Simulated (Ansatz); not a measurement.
Problem. Name a neutral molecule of C, F, O and H with HOMO–LUMO gap (ωB97M-V/def2-TZVPP) between 11.55 and 11.85 eV and LUMO energy (B3LYP/def2-TZVPP) between 0.35 and 0.65 eV (Ansatz, PBE0-D4/def2-TZVP geometry).

Solution. `CO/C=C/F` (11.70 eV, 0.61 eV); `O/C=C\F` (11.68 eV, 0.60 eV); `C=C(O)F` (11.64 eV, 0.58 eV); `CC1O/C1=C/F` (11.66 eV, 0.47 eV). Other molecules can fit too; these were computed, each in one conformer that needn't be the lowest.

B3LYP here is the variant with VWN-RPA as its local correlation; programs differ in this.
